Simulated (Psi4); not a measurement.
This Psi4 input (MP2/def2-QZVP) gives -93.25352 Eh with 144 basis functions.

```
memory 2025 MB

molecule {
0 1
C    -0.00000000   -0.00000000   -0.73641303
N     0.00000000    0.00000000    0.42763309
H     0.00000000    0.00000000    1.42504654
}

set {
  basis def2-qzvp
  scf_type df
  freeze_core true
}

energy('mp2')
print_variables()
```

Change:
```diff
- basis def2-qzvp
+ basis def2-sv(p)
```

What does the run give now?

-93.04470 Eh (MP2/def2-SV(P), 30 functions), a change of +208.82 mEh.
